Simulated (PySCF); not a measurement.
Compound: C₅H₁₀N (doublet state).
Z-matrix (Å and degrees, GFN2-xTB geometry), rows numbered from 1:
```
C 
N   1  1.4358
C   2  1.3895  1  121.49
C   3  1.4902  2  110.36  1   146.14
C   4  1.5328  3  102.13  2    17.40
C   2  1.4491  1  117.63  3   139.92
H   1  1.1013  2  112.48  3   -77.71
H   1  1.0917  2  109.34  3   161.94
H   1  1.0884  2  109.24  3    42.91
H   3  1.0741  2  119.58  1    -7.56
H   4  1.0922  3  112.93  2   138.29
H   4  1.1019  3  111.88  2  -100.82
H   5  1.0883  4  113.14  3  -151.55
H   5  1.0899  4  109.68  3    86.72
H   6  1.0936  2  110.44  1    71.25
H   6  1.1026  2  110.67  1   -48.55
```

The hyperfine couplings belong to this conformer and change with its torsions.

The species is `CN1[CH]CCC1` [radical].

Method used: UKS B3LYP, pcH-1 on C H N, non-relativistic, mean-field spin-orbit, GIAO in PySCF. Isolated species at its GFN2-xTB geometry (one conformer only). A GFN2-xTB geometry isn't a minimum of the functional, and hyperfine couplings can be far from their values at a DFT geometry. No stability test was run, so a lower SCF solution isn't excluded.

Task: The isotropic 13C couplings are +145.1, -16.5, +15.1, +4.1, +0.9 MHz. Assign them to C1; C3; C4; C5; C6.

Result: 
```tsv
site	a_iso (MHz)	ρ(0) (bohr⁻³)	position	distance from C3 (Å)	spin population	largest |T| (MHz)
C1	+15.1	+0.0134	2 bonds from C3	2.47	-0.01	3.9
C3	+145.1	+0.1291	largest spin population	0.00	+0.82	131.0
C4	-16.5	-0.0147	1 bond from C3	1.49	-0.06	3.3
C5	+0.9	+0.0008	2 bonds from C3	2.35	0.00	1.5
C6	+4.1	+0.0037	2 bonds from C3	2.32	-0.01	3.2
```

ρ(0) is the spin density at the nucleus and T the dipolar tensor; entries for several nuclei are means. The largest Mulliken spin populations are on C3 (+0.82), N2 (+0.17) and C4 (-0.06). The angles at C3 add up to 353.9°, so it is slightly pyramidal.

Means are taken over nuclei equivalent by connectivity, which assumes that they swap fast. The three 1H nuclei of mean +11.8 MHz run from -0.1 to 28.2 MHz in the frozen geometry. The 1H value of +75.6 MHz is a mean of couplings from 48.6 to 102.6 MHz in this one geometry, not an average over conformers. The 1H value of +13.3 MHz is a mean of couplings from 3.3 to 23.3 MHz in this one geometry, not an average over conformers.
